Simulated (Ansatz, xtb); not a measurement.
H3N2O: where a starting geometry ends

The starting geometry of this gas-phase doublet was built from a drawn formula by distance geometry and a force field; its bonds are those of `[NH3+][N-][O]`.

```xyz
6

N     0.0947   -0.3651    0.5787
N     0.3468   -0.5596    1.9517
O     1.3608   -1.4913    1.5655
H     0.3944    0.5673    0.3356
H     0.8158   -1.0260    0.2720
H    -0.8432   -0.7150    0.3943
```

Task: Predict what it relaxes into with r2SCAN-D4/def2-SVP.

Result: It loosens into H3N + NO, which stay close as a complex. Distances that change by over a tenth: N2–O3 (1.43 → 1.16 Å). Contacts that open: N1–N2 (1.41 → 2.58 Å).

The energy falls by 2.88 eV over 25 steps:

| step | E − E(last) (eV) |
| --- | --- |
| 1 | 2.876 |
| 4 | 0.925 |
| 6 | 0.251 |
| 9 | 0.046 |
| 12 | 0.020 |
| 14 | 0.012 |
| 17 | 0.005 |
| 20 | 0.001 |
| 22 | 0.000 |
| 25 | 0.000 |

Final geometry (Å):

```json
{"atom": "N", "x (Å)": "0.1090", "y (Å)": "-0.3993", "z (Å)": "0.1430"}
{"atom": "N", "x (Å)": "0.7867", "y (Å)": "-0.9130", "z (Å)": "2.5809"}
{"atom": "O", "x (Å)": "1.6387", "y (Å)": "-1.6919", "z (Å)": "2.6480"}
{"atom": "H", "x (Å)": "0.2369", "y (Å)": "0.6067", "z (Å)": "0.2488"}
{"atom": "H", "x (Å)": "0.2777", "y (Å)": "-0.6149", "z (Å)": "-0.8398"}
{"atom": "H", "x (Å)": "-0.8797", "y (Å)": "-0.5775", "z (Å)": "0.3170"}
```

From the same start GFN2-xTB reaches the same bonding as this run.

No frequencies were run, so the end isn't proven a minimum. Open shells are spin-unrestricted. Run with Ansatz 0.2.0, 100 s on 1 thread of Arm Neoverse V1, on a shared host.
